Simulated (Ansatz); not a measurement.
## Ansatz (development build ahead of 0.2.0) run

```yaml
crystal:
  periodic: [false, false, false]
  atoms:
    - { symbol: Si, position_ang: [0.0, 0.0, 0.0] }
    - { symbol: H, position_ang: [0.79292, 0.79292, 0.79292] }
    - { symbol: H, position_ang: [0.79292, -0.79292, -0.79292] }
    - { symbol: H, position_ang: [-0.79292, 0.79292, -0.79292] }
    - { symbol: H, position_ang: [-0.79292, -0.79292, 0.79292] }
basis:
  gaussian: { orbitals: cc-pVDZ }
hamiltonian:
  xc: hf
correlation:
  method: mp2
  frozen_orbitals: { H: 0, Si: 5 }
```

The input is written out in the form of the current development build from the run's settings.

Results

```json
{"Converged": "yes", "Reference energy": "-291.22113 hartree", "Correlation energy": "-0.11672 hartree", "Total energy": "-291.33785 hartree", "Spin squared of the determinant": "0.000"}
```
